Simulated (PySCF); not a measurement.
These are PySCF with PBE-D3(BJ)/def2-TZVP // B3LYP-D3(BJ)/def2-TZVP values and carry that method's errors. Isolated molecules, 0 K electronic values unless said otherwise. One relaxed conformer stands for a flexible species; it need not be the lowest. Excitations are Tamm–Dancoff values on a coarser integration grid. The basis has no diffuse functions, so Rydberg states are missing or too high.

Reference species (SMILES): `C=C` (neutral, multiplicity 1).

```yaml
HOMO–LUMO gap: 5.82 eV
T1 excitation (TDA): 4.61 eV
LUMO: -0.94 eV
```

After one change: the HOMO–LUMO gap falls by 1.94 eV; the T1 excitation (TDA) decreases by 0.95 eV; the LUMO falls by 0.64 eV.

Question: Which change was made? The new species is one of these.
(A) `C=CNC` (C–C–N–C torsion 151°)
(B) `C=CC=C` (C–C–C–C torsion 180°)
(C) `C=C[S@@](C)=O` (C–C–S–O torsion 8°)
(D) `BC=C`

Answer: C, `C=C[S@@](C)=O` (C–C–S–O torsion 8°)
